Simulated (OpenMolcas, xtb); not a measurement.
How methods differ on B2NH5 (SMILES BNB)

The species is B2NH5 (8 atoms), meant as a singlet with charge 0. SMILES: `BNB`. The coordinates come from a PBE0-D4/def2-TZVP relaxation.

Each level gives the dipole moment (D). The values are calculated.

```csv
level,kind,program,value (D)
GFN1-xTB,semi-empirical,xtb,1.72
HF/aug-cc-pVDZ,Hartree–Fock,OpenMolcas,1.13
SVWN5/aug-cc-pVDZ,LDA,OpenMolcas,1.30
revPBE/aug-cc-pVDZ,GGA,OpenMolcas,1.27
TPSS/aug-cc-pVDZ,meta-GGA,OpenMolcas,1.25
PBE0/aug-cc-pVDZ,global hybrid,OpenMolcas,1.23
```

The values span 1.13 to 1.72 D. Magnitudes only.
